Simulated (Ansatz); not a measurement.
How methods differ on SiH3O− (SMILES [O-][SiH3])

SiH3O−: 5 atoms, total charge -1, spin state singlet. SMILES: `[O-][SiH3]`. The shape is that of a GFN2-xTB optimisation.

```
atom    x (Å)    y (Å)    z (Å)
   O  -1.4442   0.2714   0.7001
  Si  -0.0827   0.0156   0.0398
   H  -0.1044  -0.2474  -1.4526
   H   0.6978  -1.1746   0.5614
   H   0.9335   1.1350   0.1513
```

Quantity: the energy change with the Si2–H4 bond stretched from 1.516 to 2.274 Å, in eV. The values are calculated.

```
                        level                    kind  program  value (eV)  less FCI/STO-3G
    SVWN5/STO-3G (restricted)                     LDA   Ansatz        1.79            -0.19
      PBE/STO-3G (restricted)                     GGA   Ansatz        1.64            -0.34
    B3LYP/STO-3G (restricted)           global hybrid   Ansatz        1.91            -0.07
CAM-B3LYP/STO-3G (restricted)  range-separated hybrid   Ansatz        2.19            +0.21
    wB97X/STO-3G (restricted)  range-separated hybrid   Ansatz        2.29            +0.31
  RPA@PBE/STO-3G (restricted)                     RPA   Ansatz        1.61            -0.37
      MP2/STO-3G (restricted)     perturbation theory   Ansatz        2.21            +0.23
   CCSDTQ/STO-3G (restricted)   coupled cluster or CI   Ansatz        1.98             0.00
                   FCI/STO-3G      exact in the basis   Ansatz        1.98             0.00
```

FCI/STO-3G is exact within its basis and frozen core, so for wave-function methods in that basis the difference is their error; functionals converge differently with the basis, so for them it is only a difference. Sets without diffuse functions describe the anion poorly. The first shape isn't each level's own minimum. The values span 1.61 to 2.29 eV. All rows use very small basis sets, so none should be taken for the real molecule's value.
